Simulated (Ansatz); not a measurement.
# CH₇NSi: how energies converge with the basis set

Aim: see how fast density functionals and correlated methods converge with the basis set for CH₇NSi.

Program: Ansatz 0.2.0, Gaussian basis. Level of theory: one geometry, several basis sets. These are calculated values, not measurements.

Plan: PBE0-D4/def2-SVP; ωB97M-V/def2-SVP; PBE0-D4/def2-QZVPP; ωB97M-V/def2-QZVPP; CCSD(T)/cc-pV(D+d)Z; CCSD(T)/cc-pV(T+d)Z; CCSD(T)/cc-pV(Q+d)Z; the functionals' def2-TZVPP values are taken from earlier runs.

## 1. The geometry

The geometry comes from an earlier relaxation with PBE0-D4/def2-TZVP; it is a stationary point, not always the lowest conformer.

SMILES `C[SiH2]N`, 10 atoms, charge 0, spin multiplicity 1.

Atoms are counted from 1 here; the program's logs count them from 0.

Bond lengths: C1–Si2 1.871 Å, C1–H4 1.094 Å, C1–H5 1.093 Å, C1–H6 1.093 Å, Si2–N3 1.720 Å, Si2–H7 1.489 Å, Si2–H8 1.489 Å, N3–H9 1.007 Å, N3–H10 1.007 Å. Angles: Si2–C1–H4 110.5°, Si2–C1–H5 111.2°, Si2–C1–H6 111.2°, H4–C1–H5 107.9°, H4–C1–H6 107.9°, H5–C1–H6 108.0°, C1–Si2–N3 116.4°, C1–Si2–H7 108.4°, C1–Si2–H8 108.4°, N3–Si2–H7 106.9°, N3–Si2–H8 106.9°, H7–Si2–H8 109.8°, Si2–N3–H9 120.7°, Si2–N3–H10 120.7°, H9–N3–H10 111.1°.

## 2. PBE0-D4 in def2-SVP

File in.yaml:

```yaml
crystal:
  periodic: [false, false, false]
  atoms:
    - {symbol: C, position_ang: [-1.164036, 0.523693, -0.550479]}
    - {symbol: Si, position_ang: [0.201262, -0.665157, -0.076718]}
    - {symbol: N, position_ang: [1.478051, -0.020913, 0.879671]}
    - {symbol: H, position_ang: [-1.921775, 0.016263, -1.154969]}
    - {symbol: H, position_ang: [-0.773154, 1.361008, -1.134476]}
    - {symbol: H, position_ang: [-1.657858, 0.930922, 0.335654]}
    - {symbol: H, position_ang: [0.818482, -1.192399, -1.324873]}
    - {symbol: H, position_ang: [-0.399190, -1.784167, 0.700508]}
    - {symbol: H, position_ang: [2.165163, 0.592997, 0.474429]}
    - {symbol: H, position_ang: [1.336154, 0.186654, 1.854353]}
basis:
  gaussian: {orbitals: def2-SVP}
hamiltonian: {xc: pbe0, dispersion: d4}
output: {orbitals: {seedname: orbitals}}
```

The run is started by

```
ansatz run in.yaml --threads 2 --pin off --events-out ev --progress --plain --max-ram 32768MiB --backend cpu
```

The runs that follow: ωB97M-V in def2-SVP; PBE0-D4 in def2-QZVPP; ωB97M-V in def2-QZVPP; CCSD(T) in cc-pV(D+d)Z; CCSD(T) in cc-pV(T+d)Z; CCSD(T) in cc-pV(Q+d)Z.

**Question.** What will the summary of the whole plan be? Wanted: MP2 correlation recovered, cc-pV(D+d)Z; MP2 correlation recovered, cc-pV(T+d)Z; MP2 correlation recovered, cc-pV(Q+d)Z; difference of two CCSD(T) limits: def2 sets; PBE0-D4: double and triple zeta above quadruple; ωB97M-V: double and triple zeta above quadruple.

**Answer**, as computed:

| quantity | value |
| --- | --- |
| MP2 correlation recovered, cc-pV(D+d)Z | 72.0 % |
| MP2 correlation recovered, cc-pV(T+d)Z | 89.5 % |
| MP2 correlation recovered, cc-pV(Q+d)Z | 95.6 % |
| difference of two CCSD(T) limits: def2 sets (earlier runs) less this series | -26 meV |
| PBE0-D4: double and triple zeta above quadruple | 6.44, 0.45 eV |
| ωB97M-V: double and triple zeta above quadruple | 6.62, 0.42 eV |

What this shows: For PBE0-D4 the step from double to triple zeta gains 5.99 eV and the next only 0.45 eV. In cc-pV(D+d)Z MP2 holds 72 % of its limit, in cc-pV(Q+d)Z 96 %, while Hartree-Fock is within 0.091 eV in the largest set. A limit from the def2 sets, made apart, differs by 26 meV, a least measure of the doubt on such a limit. Total energies overstate the basis error of differences, where much of it tends to cancel. The LUMO of ωB97M-V is positive and keeps falling with the basis (3.11 to 1.60 eV): an unbound level that the basis holds in place.
